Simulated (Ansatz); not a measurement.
Ideal-gas functions of C4H3ClO, SMILES `Clc1ccco1` at 400 K and 1 bar, from an Ansatz frequency run at PBE0-D4/def2-TZVP.

Molar mass 102.52 g/mol, point group Cs (symmetry number 1), electronic degeneracy 1, moments of inertia 53.983, 234.284, 288.267 u Å². Harmonic wavenumbers (cm⁻¹, unscaled): 231, 317, 505, 619, 650, 745, 816, 876, 901, 945, 1033, 1104, 1168, 1226, 1254, 1421, 1532, 1623, 3271, 3292, 3305.

Use S(trans) = R[1.5 ln M + 2.5 ln T − 1.1517]; rotational temperatures θ = 24.2544 K / I; S(rot) = R[ln(√π/σ · √(T³/θAθBθC)) + 1.5]; for each mode x = 1.438777 ν̃/T, S = R[x/(eˣ − 1) − ln(1 − e⁻ˣ)] and H = RT x/(eˣ − 1); 1 cm⁻¹ = 0.0119627 kJ/mol; R = 8.31446 J/(mol·K).

Question: By hand: the entropy, in J/(mol·K).

Answer: Translation 172.7. Rotation: θ = 0.4493, 0.1035, 0.0841 K, giving 115.0. Vibration, mode by mode: 10.09, 7.66, 4.41, 3.19, 2.92, 2.23, 1.82, 1.54, 1.43, 1.26, 0.98, 0.79, 0.66, 0.55, 0.51, 0.31, 0.22, 0.17, 0.00, 0.00, 0.00, in all 40.7. Electronic 0.0. Sum 328.4 J/(mol·K).

Question: By hand: H − E and G − E in kJ/mol, counted from the electronic energy.

Answer: Zero-point energy ½ × 26834 × 0.0119627 = 160.5; thermal vibration 10.7; translation, rotation and pV give 4 RT = 13.3. H − E = 184.5 kJ/mol, and G − E = 184.5 − 400 × 328.4/1000 = 53.1 kJ/mol.

Vibration gives 12 % of the entropy.
